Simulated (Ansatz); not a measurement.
An input meant for (H2Al-mu-H)3 (Al₃H₉) (charge 0, singlet; with a point charge).

```yaml
crystal:
  periodic: [false, false, false]
  atoms:
    - {symbol: Al, position_ang: [-0.696364, 0.968140, -0.874167]}
    - {symbol: H, position_ang: [-1.438419, 1.995115, -1.799887]}
    - {symbol: H, position_ang: [-0.862184, 1.191410, 0.891119]}
    - {symbol: H, position_ang: [0.955859, 1.393915, -0.340099]}
    - {symbol: Al, position_ang: [0.750125, 0.477196, 1.181391]}
    - {symbol: H, position_ang: [1.532095, -0.765595, 0.164951]}
    - {symbol: H, position_ang: [1.543427, 0.983640, 2.436925]}
    - {symbol: H, position_ang: [-0.285112, -0.965950, 1.397954]}
    - {symbol: Al, position_ang: [-0.053751, -1.445367, -0.307299]}
    - {symbol: H, position_ang: [-0.104830, -2.978659, -0.636691]}
    - {symbol: H, position_ang: [-1.579781, -0.526779, -0.441779]}
    - {symbol: H, position_ang: [0.238924, -0.327065, -1.672430]}
basis:
  gaussian: {orbitals: aug-cc-pVDZ, point_charges: [{charge: 1.00, position_ang: [6.262, -0.334, 0.425]}]}
hamiltonian: {xc: {name: HF}}
correlation: {method: mp2, frozen_orbitals: {Al: 9}}
scf: {omitted_lower_state_checks: [starts]}
output: {forces: true}
```

```sh
$ ansatz run in.yaml --threads 4 --pin off --events-out ev --progress --plain --max-ram 3916MiB
```

Output, abridged:

```
Functional definition: HF
Error: "frozen_orbitals" has no count for H
```

In this input frozen orbitals are typed for one element alone, and the program wants a count for each (the count typed has to fit that element's core, too). The program refused the input.
